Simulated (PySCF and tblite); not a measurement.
Results of a calculation; reference values are marked as such.
System: C₂H₃NO₂, numbered as in [H]/[N:1]=[CH:2]\[O:3][CH:4]=[O:5].

Level: PBE0/pcSseg-2 + D3(BJ) on B3LYP-D3(BJ)/def2-SVP stationary points, with GFN2-xTB thermal terms. Rate constants are transition-state-theory values, counting equivalent paths, without tunnelling. Programs: tblite and PySCF.

Q: Estimate the barrier and the room-temperature rate of the rotation about the C4–O3 bond (torsion O5–C4–O3–C2 from 0° to 170°, rising).

A: The electronic barrier is 8.0 kcal/mol and ΔG‡(298 K) 7.5 kcal/mol, over a C1 saddle with an imaginary mode of 203i cm⁻¹ (GFN2-xTB). With 2 equivalent paths, k is 3.9×10⁷ s⁻¹, a mean lifetime of the start of 26 ns against this motion. The end lies 3.0 kcal/mol above the start in free energy.
